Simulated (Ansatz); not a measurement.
The input, for Ansatz 0.2.0:

```yaml
crystal:
  periodic: [false, false, false]
  atoms:
    - {symbol: Al, position_ang: [0.000000, 0.000000, 0.349567]}
    - {symbol: Ga, position_ang: [0.000000, 0.000000, -2.320933]}
    - {symbol: H, position_ang: [0.000000, 0.000000, 1.971367]}
basis:
  gaussian: {orbitals: 6-31G}
magnetization: {spin_polarized: true, initial_magnetization: 4}
correlation: {method: ccsd_t, electrons: all}
```

```sh
$ ansatz run in.yaml --threads 1 --pin off --events-out ev --progress --plain --max-ram 2393MiB
```

(1) One thing in this input was set wrong on purpose, beside settings that are merely unusual. What is the gravest fault, and what does the program do?

Results:

(1) Multiplicity of wrong parity. How the run ends: refused.
```
Error: a molecule whose nuclei and cores have a total charge of 45 cannot have a net charge of 0 together with 4 unpaired electrons
```
